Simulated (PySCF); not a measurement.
## Working with the constants of SiP⁻

RHF-CCSD(T) constants of SiP⁻, ¹Σ⁺ (singlet), closed shell (basis Si def2-TZVPPD, P def2-TZVPPD; no relativity; PySCF 2.14; masses 27.9769 and 30.9738 u):

- ωe: 671.1 cm⁻¹
- ωexe: 2.46 cm⁻¹
- Be: 0.27991 cm⁻¹
- αe: 0.00140 cm⁻¹
- D (centrifugal): 1.95e-07 cm⁻¹

(1) Give the band origin of the fundamental and the first lines of its P and R branches.

(2) Near which J would the R branch turn back, without centrifugal distortion?

Correlated steps freeze 10 core orbitals. The CCSD T1 diagnostic is raised, a sign that a single reference may not be enough here.

Results:

(1) ν0 = ωe − 2ωexe = 666.2 cm⁻¹, B0 = 0.27921, B1 = 0.27781 cm⁻¹.

```tsv
J″	P(J″) − ν0	R(J″) − ν0
0		0.556
1	-0.558	1.108
2	-1.120	1.658
3	-1.684	2.206
4	-2.250	2.750
5	-2.820	3.292
6	-3.392	3.830
```

(2) At J ≈ (B0 + B1)/(2(B0 − B1)) − 1 ≈ 200.
